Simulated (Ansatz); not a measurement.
## What a trial cell of HfPb₃ relaxes into

Theory: Ansatz 0.2.0, DFT PBE, scalar-relativistic, plane waves, PAW. Cutoff 420 eV, Γ-centred k mesh, Gaussian smearing, no spin polarisation in the final step.

HfPb₃ was placed on the Cu3Au (L1_2) structure type (Pm-3m, No. 221), with Hf in place of Au, Pb in place of Cu, at a guessed volume.

```
CELL_PARAMETERS angstrom
4.78517 0.00000 0.00000
0.00000 4.78517 0.00000
0.00000 0.00000 4.78517
ATOMIC_POSITIONS crystal
Hf 0.00000 0.00000 0.00000
Pb 0.00000 0.50000 0.50000
Pb 0.50000 0.00000 0.50000
Pb 0.50000 0.50000 0.00000
```

Cell and atoms relax at zero pressure; the relaxation can't lower the symmetry of the start.

Formation energies are uncorrected and refer to the elements' standard structures at the same level.

Task: Which crystal results?

Result: It keeps Pm-3m (No. 221). The result has the Cu3Au (L1_2) structure. Conventional cell: a = 4.796 Å. Hf has 12 Pb at 3.39 Å; around Pb lie 4 Hf at 3.39 Å and 8 Pb at 3.39 Å.

```
Hf Pb
1.0
     4.79613    0.00000    0.00000
     0.00000    4.79613    0.00000
     0.00000    0.00000    4.79613
Hf Pb
1 3
Cartesian
  0.0000 0.0000 0.0000
  0.0000 2.3981 2.3981
  2.3981 0.0000 2.3981
  2.3981 2.3981 0.0000
```

Task: What are its volume, energy, density and gap?

Result: The volume per atom is 27.58 Å³, the density is 12.04 g/cm³ and the energy over the elements is 0.27 eV/atom. The gap on the 10×10×10 mesh is 0 eV (a metal).

The final run used a 10×10×10 mesh on its 4-atom cell and 0.10 eV smearing. For metals, differences of a few meV/atom aren't resolved. Spin–orbit coupling is left out. Symmetry constrained the relaxation, so the result can be a saddle point.

Cost: 2 runs of about 1.3 core-minutes in all, on Intel Xeon Platinum 8488C (Sapphire Rapids) (shared hosts).